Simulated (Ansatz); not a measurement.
`CC(Cl)=C(O)O` + `CNC` → `CN(C)C` + `OC(O)=CCl`  (substitution at a C–C bond)

Isolated molecules relaxed with PBE0-D4/def2-TZVP in Ansatz; ΔE leaves out vibrations. CCSD(T)/CBS adds triple-zeta CCSD(T) − MP2 to the extrapolated MP2 energy (def2 sets, frozen cores). Functionals use def2-TZVPP. B3LYP here is the variant with VWN-RPA as its local correlation; programs differ in this. One conformer a species, not always the lowest.

| level | ΔE (eV) |
| --- | --- |
| B3LYP-D4 | 0.10 |
| HF/def2-QZVPP | 0.08 |

Q: What does CCSD(T)/CBS give? (An estimate is asked.)

A: The calculation gave: +0.12 eV. The listed levels differ from it by -0.02, -0.04 eV.

Largest T1 diagnostic among the species: 0.012.

At CCSD(T), def2-SVP lies −0.04 eV from the extrapolated value and def2-TZVPP −0.02 eV. Leaving LDA and LC-ωPBE aside and taking each functional with its dispersion term where it has one, the values, not all of them listed here, spread over 0.03 eV, from CAM-B3LYP-D4 to HSE06-D4. LDA lies −0.05 eV from PBE without D4.
